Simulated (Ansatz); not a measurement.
Results of rVV10 (Ansatz, a first-principles code, PAW) for α-quartz (SiO2).

Run with plane-wave cutoff 520 eV, 12×12×6 k mesh (along the axes of the cell as run), Fermi–Dirac smearing 0.01 eV, scalar-relativistic PAW data made under PBE.

Energies at three volumes about the minimum:

```csv
V (Å³/atom),E − E_lowest (meV/atom)
12.399,0.68
12.652,0.00
12.905,0.63
```

**Question.** Fit a parabola by hand: where is the minimum, and what is the bulk modulus?

**Answer.** Slopes: (0.00 − 0.68)/(12.652 − 12.399) = -2.688 and (0.63 − 0.00)/(12.905 − 12.652) = 2.490 meV/Å³. Curvature E″ = 2 × (2.490 − (-2.688))/(12.905 − 12.399) = 20.466 meV/Å⁶. From the middle of the first interval, the slope vanishes at V0 = 12.5255 − (-2.688)/20.466 = 12.657 Å³/atom. B = V0 E″ = 12.657 × 20.466 meV/Å³ × 0.1602 GPa per meV/Å³ = 41.5 GPa. The full Birch–Murnaghan fit to all volumes gives V0 = 12.651 Å³/atom and B0 = 41.5 GPa.

Shape and atoms are relaxed at each volume.

Measured, for comparison: bulk modulus 37.1 ± 0.09 GPa (room temperature, no zero-point or thermal correction, equation of state from high-pressure X-ray diffraction; as tabulated in Angel, Allan, Miletich, Finger, J. Appl. Cryst. 30, 461 (1997)). Computed (rounded) less measured: bulk modulus +12 %.

Note: the bulk modulus comes from volumes at which shape and atoms were relaxed.
